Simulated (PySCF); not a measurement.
## SiH + Cl₂ → SiCl + HCl

Level: PBE0 in the def2-TZVP basis family, all electrons, no relativity, computed in PySCF with density fitting; open shells unrestricted.

```csv
species,state and structure,E (Eh),ZPE (kJ/mol),H(298 K) − H(0) (kJ/mol),S° (J/(mol K))
SiH,"doublet, C∞v, Si–H 1.532 Å",-289.86414,12.1,8.7,192.7
Cl₂,"singlet, D∞h, Cl–Cl 1.982 Å",-920.08940,3.5,9.1,222.5
SiCl,"doublet, C∞v, Si–Cl 2.067 Å",-749.41045,3.2,9.2,232.8
HCl,"singlet, C∞v, H–Cl 1.279 Å",-460.66440,17.9,8.7,186.6
```

Q: What is the electronic reaction energy?

A: At PBE0/def2-TZVP, ΔE = -318.5 kJ/mol from the differences of the total energies times 2625.5, downhill. 

Q: Add zero-point, thermal and entropy terms for 298.15 K and 1 bar.

A: ΔZPE = 5.5 and Δ[H(298) − H(0)] = 0.1 kJ/mol give ΔH° = -312.9 kJ/mol. ΔS° = 4.2 J/(mol K), so ΔG° = -312.9 − 298.15 × (0.0042) = -314 kJ/mol.

The entropy of SiH, SiCl lacks the orbital degeneracy of a ²Π state, up to R ln 2. Each species is the lowest minimum found with this bonding; other isomers or fragments can lie lower.
